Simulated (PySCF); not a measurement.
All of these have the formula C3H4F2O. Computed with TDDFT CAM-B3LYP/def2-SVPD, vertical, gas phase, core orbitals frozen in the response in PySCF 2.14.0, density-fitted response routines. Geometries: GFN2-xTB; one conformer of each isolated species. Triplets are in the Tamm–Dancoff approximation.

A. `CO/C(F)=C\F`
B. `F/C=C/OCF`
C. `O=C(F)CCF`
D. `C=COC(F)F`

Lowest singlet levels (six at most, fewer where fewer were computed) with oscillator strengths:

1. 187 nm (f 0.015); 179 nm (f 0.029); 174 nm (f 0.276); 165 nm (f 0.001); 158 nm (f 0.000); 149 nm (f 0.022); T1 4.33 eV
2. 201 nm (f 0.020); 198 nm (f 0.003); 171 nm (f 0.469); 166 nm (f 0.001); 159 nm (f 0.001); 152 nm (f 0.017); T1 4.31 eV
3. 169 nm (f 0.172); 167 nm (f 0.152); 158 nm (f 0.025); 148 nm (f 0.002); 138 nm (f 0.007); 136 nm (f 0.007); T1 4.51 eV
4. 202 nm (f 0.001); 144 nm (f 0.001); 140 nm (f 0.049); 140 nm (f 0.029); 133 nm (f 0.005); 133 nm (f 0.002); T1 5.55 eV

Question: Which spectrum belongs to which structure?

Answer: 1 = B, 2 = A, 3 = D, 4 = C.
- A: S1 at 6.18 eV, HOMO→LUMO+1 (54%), HOMO→LUMO (40%); Löwdin shares by element: HOMO carbon 54% or more, oxygen 19%, fluorine 13% or more; LUMO carbon 48% or more, fluorine 10% or more, hydrogen 9% or more (atoms not listed hold the other 33%); HOMO -8.04 and LUMO 1.12 eV; point group Cs.
- B: S1 at 6.63 eV, HOMO→LUMO (52%), HOMO→LUMO+2 (35%); Löwdin shares by element: HOMO carbon 54% or more, oxygen 24%, fluorine 14% or more; LUMO carbon 43% or more, hydrogen 26% or more (atoms not listed hold the other 30%); HOMO -8.59 and LUMO 1.15 eV; point group Cs, 1 of its 6 listed states under f = 0.0005.
- C: S1 at 6.14 eV, HOMO→LUMO (96%); Löwdin shares by element: HOMO oxygen 66%, carbon 19% or more, fluorine 11% or more; LUMO carbon 49% or more, oxygen 33%, fluorine 9% or more; HOMO -11.05 and LUMO 0.28 eV; point group Cs.
- D: S1 at 7.33 eV, HOMO→LUMO (74%), HOMO→LUMO+1 (17%); Löwdin shares by element: HOMO carbon 66% or more, oxygen 21%; LUMO carbon 65% or more, oxygen 8%, hydrogen 7% or more (atoms not listed hold the other 20%); HOMO -9.20 and LUMO 1.09 eV.
A and C have S1 within 0.04 eV of each other; their strongest listed levels stand at 7.26 eV (f 0.469) and 8.83 eV (f 0.049).
